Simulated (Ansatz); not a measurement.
Geometry optimisation, RKS B3LYP/def2-SVP in Ansatz.

Input file:

```yaml
crystal:
  periodic: [false, false, false]
  atoms:
    - { symbol: B, position_ang: [0.114374, 0.435757, -0.346541] }
    - { symbol: O, position_ang: [-0.270124, -0.329771, 2.102734] }
    - { symbol: H, position_ang: [-1.198279, -0.143201, 2.307789] }
    - { symbol: H, position_ang: [1.155223, -0.160316, -0.46803] }
    - { symbol: H, position_ang: [-0.879438, -0.060692, -0.817195] }
    - { symbol: Si, position_ang: [0.104067, 2.246727, 0.435963] }
    - { symbol: H, position_ang: [0.94269, 2.289257, 1.685652] }
    - { symbol: H, position_ang: [0.681658, 3.274583, -0.489729] }
    - { symbol: H, position_ang: [-1.251346, 2.73325, 0.842575] }
    - { symbol: H, position_ang: [0.213476, 0.469106, 2.419482] }
basis:
  gaussian: { orbitals: def2-SVP }
hamiltonian:
  xc: b3lyp
relax:
  f_tol: 0.03
  max_steps: 50
output:
  orbitals: {}
```

Launched with:

```bash
$ ansatz run input.yaml --threads 2 --pin off --max-ram 3072MiB --backend cpu --events-out ev --progress --plain --runs-dir out
```

Where does it end, and by what steps?

The run converged. The force dipped under the threshold on the way, but the program's further checks kept it going. After 11 steps the energy has fallen by 0.507 eV; H10 moved furthest, 0.63 Å. Joined: B1–O2 (2.59 → 1.70 Å).

| step | energy less start (eV) | largest force component (eV/Å) | accepted |
| --- | --- | --- | --- |
| 0 | 0.0000 | 0.750 | yes |
| 1 | -0.0592 | 1.500 | yes |
| 2 | -0.2795 | 1.095 | yes |
| 3 | -0.4584 | 0.263 | yes |
| 4 | -0.4853 | 0.143 | yes |
| 5 | -0.4956 | 0.120 | yes |
| 6 | -0.5029 | 0.072 | yes |
| 7 | -0.5045 | 0.121 | yes |
| 8 | -0.5067 | 0.031 | yes |
| 9 | -0.5071 | 0.040 | yes |
| 10 | -0.5074 | 0.003 | yes |
| 11 | -0.5075 | 0.027 | yes |

```xyz
10
Properties=species:S:1:pos:R:3
B 0.077 0.354 0.148
O -0.342 -0.386 1.624
H -1.210 -0.070 1.925
H 1.162 -0.139 -0.082
H -0.813 -0.027 -0.584
Si 0.106 2.359 0.492
H 1.064 2.747 1.591
H 0.493 3.160 -0.714
H -1.222 2.898 0.959
H 0.297 -0.142 2.314
```

Whether the end is a true minimum wasn't checked by a vibrational analysis.

Run time: 17 s on 2 threads of Arm Neoverse V2, on a shared host, peak memory 0.15 GiB.
